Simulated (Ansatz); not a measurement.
# SiPHS (singlet): relaxing a cheap start

Where does this start of SiPHS (singlet) end when it is relaxed?

Method: RKS PBE0/def2-TZVP; program: Ansatz 0.2.0, Gaussian basis.

**1. The system as given**

4 atoms, charge 0, spin multiplicity 1.

Atoms are counted from 1 here; the program's logs count them from 0.

Bond lengths: S1–P2 1.971 Å, P2–Si3 2.232 Å, Si3–H4 1.497 Å. Angles: S1–P2–Si3 78.2°, P2–Si3–H4 93.3°.

The start was built by rule and, where that kept it together, relaxed with GFN2-xTB. Sticks and bond lists go by distance. 

**2. The run**

Contents of in.yaml:

```yaml
crystal:
  periodic: [false, false, false]
  atoms:
    - {symbol: S, position_ang: [-1.129435, -0.490663, -0.511904]}
    - {symbol: P, position_ang: [-0.238326, 0.835981, 0.641214]}
    - {symbol: Si, position_ang: [1.491060, -0.379080, -0.076715]}
    - {symbol: H, position_ang: [1.706463, 0.482458, -1.281883]}
basis:
  gaussian: {orbitals: def2-TZVP}
hamiltonian: {xc: pbe0}
relax: {f_tol: 0.004, max_steps: 80}
```

On the command line:

```console
$ ansatz run in.yaml --threads 1 --pin off --events-out ev --progress --plain --max-ram 2176MiB
```

**Question.** What will these runs give? Wanted: energy gained; shift from the start; total energy; dipole moment.

**Answer**, as computed:

| quantity | value |
| --- | --- |
| steps | 9 |
| energy gained | 0.227 eV |
| shift from the start (rms) | 0.149 Å |
| total energy | -28007.2345 eV |
| dipole moment | 0.96 D |

By distance, S1–Si3 formed. S1–Si3 went from 2.659 to 2.363 Å. No vibrations were run, so this is a stationary point, not a proven minimum, and this spin need not be the ground state's.
